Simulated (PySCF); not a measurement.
Species, as SMILES: OCl (OH-Cl).
Geometry (B3LYP-D3(BJ)/def2-TZVP, fixed):
```xyz
3

O      0.0220     1.1044    -0.0012
H     -0.9233     1.3146     0.0160
Cl     0.0439    -0.5970    -0.0004
```
Charge 0, spin multiplicity 1.

How fast the mean static polarisability converges with the basis for several methods (PySCF): deviation from each method's own reference, in %. References: HF 21.99 bohr³, the value in aug-pcseg-3; PBE 23.84 bohr³, the value in aug-pcseg-3; PBE0 22.89 bohr³, the value in aug-pcseg-3. All functions are spherical. Density fitting with generated auxiliary sets. No added dispersion term, no relativity. 

```csv
basis,functions,HF,PBE,PBE0
6-31G**,37,…,-44.2,-41.9
cc-pV(D+d)Z,42,…,-45.3,-43.0
def2-TZVPP,87,…,-27.7,-25.4
"6-311++G(3df,3pd)",104,…,-6.5,-5.4
def2-QZVPP,157,…,-15.0,-13.1
def2-QZVPPD,178,…,-0.4,-0.2
cc-pV(5+d)Z,246,…,-12.0,-10.2
pcseg-4,267,…,-4.3,-3.3
```

Problem. Some entries are withheld; supply them.

Solution. 
- 6-31G**, HF: -37.7
- cc-pV(D+d)Z, HF: -38.9
- def2-TZVPP, HF: -22.3
- 6-311++G(3df,3pd), HF: -4.3
- def2-QZVPP, HF: -10.9
- def2-QZVPPD, HF: -0.1
- cc-pV(5+d)Z, HF: -8.2
- pcseg-4, HF: -2.4

Mean absolute deviation over def2-TZVPP, 6-311++G(3df,3pd): HF 13.3, PBE0 15.4, PBE 17.1 %.
